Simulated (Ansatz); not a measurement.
# How NiO answers to pressure

```
Ni O
1.0
     0.00000    2.10848    2.10848
     2.10848    0.00000    2.10848
     2.10848    2.10848    0.00000
Ni O
1 1
Direct
  0.00000 0.00000 0.00000
  0.50000 0.50000 0.50000
```

Conventional cell: a = 4.217 Å, b = 4.217 Å, c = 4.217 Å, α = 90.00°, β = 90.00°, γ = 90.00°. Ni (atom 1) is surrounded by 6 O at 2.11 Å. O (atom 2) is surrounded by 6 Ni at 2.11 Å.

The structure comes from a relaxation in the same program, started in the rocksalt type, and has space group Fm-3m. Whether it is a known phase or the ground state wasn't checked.

Semilocal functionals without U often leave such compounds metallic or with too small a gap, and the real magnetic order may differ.

Other magnetic orders may lie lower; this is the state that the run reached.

These are results of DFT, PBE, all-electron LAPW, scalar-relativistic (Ansatz 0.2.0), not measurements.

Sampling and basis: a Γ-centred 16×16×16 k mesh, Fermi–Dirac smearing of 0.03 eV, basis error target 1 meV/atom, spin-polarised from start moments Ni1 1.5 μB.

The cell is scaled evenly with fractional coordinates held.

```
V/V(cell)  P (GPa)  cell moment (μB)
   0.9405    12.03             1.694
   0.9700     5.88             1.782
   1.0000     0.42             1.850
   1.0300    -4.39             1.898
```

Task: From the rows at 0.9700 and 1.0300, what is the bulk modulus at the cell's volume?

Result: B = −ΔP/Δln V = −[(-4.39) − (5.88)]/0.06002 = 171.1 GPa.

In a magnetic metal the moment, and with it the modulus, depend on the k mesh by some per cent, and the slopes vary along the table.

Task: How does the moment scale with volume?

Result: dln M/dln V = ln(1.898/1.782)/0.06002 = 1.1: expansion raises it.

Task: Predict the row at V/V(cell) = 1.0600. How far is a linear estimate of P off?

Result: P = -8.59 GPa, moment 1.932 μB. The linear estimate P(cell) − B ln(V/V(cell)) = -9.55 GPa misses by 0.96 GPa, since the modulus falls on expansion.
